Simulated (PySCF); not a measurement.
# fluoroacetylene: calculation against experiment

**What was measured.**

NIST CCCBDB Release 22 (SRD 101), experimental dipoles lists, for the gas: dipole moment (microwave Stark effect) 0.73 D.

How close the calculation comes is told at the end.

Compound: fluoroacetylene, C2HF.
Numbering: `[CH:1]#[C:2][F:3]` (hydrogens: H4 on C1)

Cartesian coordinates in Å at the GFN2-xTB level; atoms count from 1:
```xyz
4
C2HF angstrom
C     -0.624    0.025   -0.031
C      0.516   -0.018   -0.380
F      1.743   -0.067   -0.754
H     -1.624    0.065    0.270
```

The PySCF runs (gas phase, on this GFN2-xTB geometry; no spin–orbit coupling):

```tsv
level	job	basis functions
PBE0/pcSseg-1	shieldings, charges and field gradients, density and orbital grids written	56
```

## Comparison

**Dipole moment.** Measured: 0.73 D (NIST CCCBDB Release 22 (SRD 101), experimental dipoles).

```json
{"level": "PBE0/pcSseg-1", "computed (D)": "0.64", "computed − measured (D)": "-0.09", "% (from the printed values)": "-12"}
```

The computed dipoles belong to one fixed geometry; measured ones are averaged over vibrations unless marked μe. Magnitudes are compared, not signs.

No measured geometry was used, and the causes of the misses weren't examined.
